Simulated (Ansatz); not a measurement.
Start from Mo in the bcc (W type) structure (space group Im-3m, No. 229; a = 3.130 Å).

Method: PBEsol (Ansatz, a quantum-chemistry and plane-wave program; PAW; 420 eV plane waves; no spin-orbit coupling).

Modification: W takes the place of Mo on all its sites; the structure is relaxed again.

Measured lattice parameter a: Mo 3.141 Å (static lattice; corrected from measurement; as listed in Daniel Mejia-Rodriguez, S. B. Trickey, Phys. Rev. B (2018)); W 3.16 Å (static lattice; corrected from measurement; as listed in Daniel Mejia-Rodriguez, S. B. Trickey, Phys. Rev. B (2018)).

How well does PBEsol reproduce the measured shift?

With PBEsol the lattice parameter a moves by +0.025 Å (3.130 → 3.154) against +0.019 Å measured.

Whether these cells are dynamically stable was not tested. The final runs are not spin-polarised.
